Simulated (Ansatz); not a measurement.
A made-up structure of C2H4N, doublet:

C1  (1.050, -0.214, 0.614)
C2  (0.006, -0.479, -0.198)
N3  (-1.093, 0.172, -0.518)
H4  (-1.684, -0.139, -1.289)
H5  (-1.403, 0.986, 0.013)
H6  (1.608, 0.670, 0.440)
H7  (1.631, -1.032, 0.957)
(Å)

It is relaxed with PBE-D4/def2-SVP and then PBE0-D4/def2-TZVP (Ansatz 0.2.0). Atoms count as bonded within 1.22 times the sum of their covalent radii (H–H: 0.88 Å). The end point is not checked to be a true minimum.

(1) Does its bonding change? (A judgement: the text doesn't fix the answer.)

## Answers

(1) Computed: No: no bond forms or breaks.

Where it ends: The first stage lowers the energy by 0.27 eV in 8 steps. It ends as C₂H₄N ([CH2][C][NH2]):
```json
{"atom": "C1", "x (Å)": "1.1036", "y (Å)": "-0.2705", "z (Å)": "0.4923"}
{"atom": "C2", "x (Å)": "-0.0558", "y (Å)": "-0.5116", "z (Å)": "-0.0830"}
{"atom": "N3", "x (Å)": "-1.0304", "y (Å)": "0.2691", "z (Å)": "-0.5923"}
{"atom": "H4", "x (Å)": "-1.6630", "y (Å)": "-0.1416", "z (Å)": "-1.2580"}
{"atom": "H5", "x (Å)": "-1.4567", "y (Å)": "0.9555", "z (Å)": "0.0124"}
{"atom": "H6", "x (Å)": "1.5595", "y (Å)": "0.7203", "z (Å)": "0.4597"}
{"atom": "H7", "x (Å)": "1.6569", "y (Å)": "-1.0581", "z (Å)": "0.9885"}
```

Labels in which every atom is bracketed show which atoms are joined, not bond orders.

For scale, one of the runs: PBE0-D4/def2-TZVP relaxation, 117 basis functions, launched by `ansatz run in.yaml --threads 2 --pin off --events-out ev --progress --plain --max-ram 4352MiB`. The run took about 41 s on 2 CPU threads of an Arm Neoverse V2 (shared host).
